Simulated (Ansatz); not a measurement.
Input for Ansatz (development build ahead of 0.2.0):

```yaml
crystal:
  periodic: [false, false, false]
  atoms:
    - { symbol: H, position_ang: [-0.07801, -0.0344, -0.7511] }
    - { symbol: F, position_ang: [0.05918, 0.05254, 0.16336] }
basis:
  gaussian: { orbitals: aug-cc-pVDZ }
hamiltonian:
  xc: hf
correlation:
  method: mp2
  frozen_orbitals: { F: 1, H: 0 }
```

The input is written out in the form of the current development build from the run's settings.

Results

```yaml
Converged: yes
Reference_energy: -100.03283 hartree
Correlation_energy: -0.22295 hartree
Total_energy: -100.25579 hartree
Spin_squared_of_the_determinant: 0.000
```
